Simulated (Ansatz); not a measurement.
**HNP, quartet: the ladder up to full CI**

Geometry: that of the HNP, doublet, kept fixed. The doublet lies 3.7 eV lower here.

```yaml
atoms:
  - { symbol: N, position_ang: [0.0000, -0.1179, 1.0172] }
  - { symbol: P, position_ang: [0.0000, 0.0319, -0.5145] }
  - { symbol: H, position_ang: [0.0000, 0.6571, 1.6748] }
```

Basis 6-31G; Ansatz 0.2.0. Only valence electrons are correlated (noble-gas cores frozen), which leaves 11 electrons in 18 orbitals. Prefix R: restricted or restricted open-shell reference; prefix U: unrestricted. Active spaces: valence = (11e, 9o) chosen from the atoms' valence shells.

Full CI is exact within this basis and frozen core; it isn't the basis-set limit. The frozen core follows each run's orbitals, which can shift R against U totals by a few meV.

HF rows: RHF is the determinant under the cluster runs, UHF is the lowest solution found. Coupled cluster chose its determinant by a search with trial CCSD, here up to 0.10 eV above the lowest Hartree–Fock solution of its kind, and MP2 stands on that determinant too.

The UHF ⟨S²⟩ is 3.771 and the ⟨S²⟩ of the determinant under UCCSD is 3.765. The T1 diagnostic (RCCSD) is 0.0357 and the largest doubles amplitude (RCCSD) is 0.046. The T1 diagnostic (UCCSD) is 0.0346.

```json
{"level": "RHF", "E − E(full CI) (kJ/mol)": "349.0", "share of correlation (%)": "0.00", "wall time": "–"}
{"level": "UHF†", "E − E(full CI) (kJ/mol)": "327.7", "share of correlation (%)": "–", "wall time": "0.28 s"}
{"level": "RMP2", "E − E(full CI) (kJ/mol)": "56.2", "share of correlation (%)": "83.91", "wall time": "–"}
{"level": "UMP2", "E − E(full CI) (kJ/mol)": "56.2", "share of correlation (%)": "83.89", "wall time": "–"}
{"level": "RCCSD", "E − E(full CI) (kJ/mol)": "7.8", "share of correlation (%)": "97.77", "wall time": "–"}
{"level": "UCCSD", "E − E(full CI) (kJ/mol)": "7.5", "share of correlation (%)": "97.84", "wall time": "–"}
{"level": "RCCSD(T)", "E − E(full CI) (kJ/mol)": "2.1", "share of correlation (%)": "99.40", "wall time": "1 s"}
{"level": "UCCSD(T)", "E − E(full CI) (kJ/mol)": "2.1", "share of correlation (%)": "99.40", "wall time": "1.1 s"}
{"level": "BCCD(T)", "E − E(full CI) (kJ/mol)": "2.1", "share of correlation (%)": "99.41", "wall time": "1.4 s"}
{"level": "RCCSDT", "E − E(full CI) (kJ/mol)": "0.8", "share of correlation (%)": "99.76", "wall time": "–"}
{"level": "UCCSDT", "E − E(full CI) (kJ/mol)": "0.8", "share of correlation (%)": "99.78", "wall time": "–"}
{"level": "RCCSDT(Q)", "E − E(full CI) (kJ/mol)": "0.1", "share of correlation (%)": "99.99", "wall time": "4.9 s"}
{"level": "UCCSDT(Q)", "E − E(full CI) (kJ/mol)": "0.0", "share of correlation (%)": "100.01", "wall time": "4.4 s"}
{"level": "RCCSDTQ", "E − E(full CI) (kJ/mol)": "0.0", "share of correlation (%)": "99.99", "wall time": "39 s (H100)"}
{"level": "UCCSDTQ", "E − E(full CI) (kJ/mol)": "0.0", "share of correlation (%)": "100.00", "wall time": "37 s (H100)"}
{"level": "CASSCF (valence space)†", "E − E(full CI) (kJ/mol)": "206.2", "share of correlation (%)": "–", "wall time": "–"}
{"level": "NEVPT2 (valence space)†", "E − E(full CI) (kJ/mol)": "51.4", "share of correlation (%)": "–", "wall time": "2.3 s"}
{"level": "NEVPT4(SD) (valence space)†", "E − E(full CI) (kJ/mol)": "13.4", "share of correlation (%)": "–", "wall time": "3.8 s"}
{"level": "MRCISD (valence space)†", "E − E(full CI) (kJ/mol)": "15.6", "share of correlation (%)": "–", "wall time": "–"}
{"level": "MRCISD+Q (valence space)†", "E − E(full CI) (kJ/mol)": "8.8", "share of correlation (%)": "–", "wall time": "4.3 s"}
```

A dagger marks rows that describe another state than the reference (another or a broken symmetry, a higher spin or other natural occupations), so the difference holds a gap between states beside the method's error.

The correlation energy at full CI, counted from RHF, is -3.617 eV. That run took 57 s on 2 threads of AMD EPYC 7R13 with a shared H100 80 GB, shared host over 48,694,464 determinants.

Run but not shown, since their state, orbitals or frozen core can't be matched to the reference's or they repeat it: CISD, CISDTQ.

Times hold each run's SCF and search for its determinant on a shared host, so for small cases they say little of a method's own cost; rows without a card ran on 1 thread of AMD EPYC 7R13.

The full-CI state has the irrep A'' of Cs, in the program's axes.

Natural occupations of full CI about the gap: 1.970 1.966 1.960 1.009 1.003 0.996 0.030 0.025 0.017 0.009; effectively unpaired electrons, Σ n²(2−n)², 3.02.
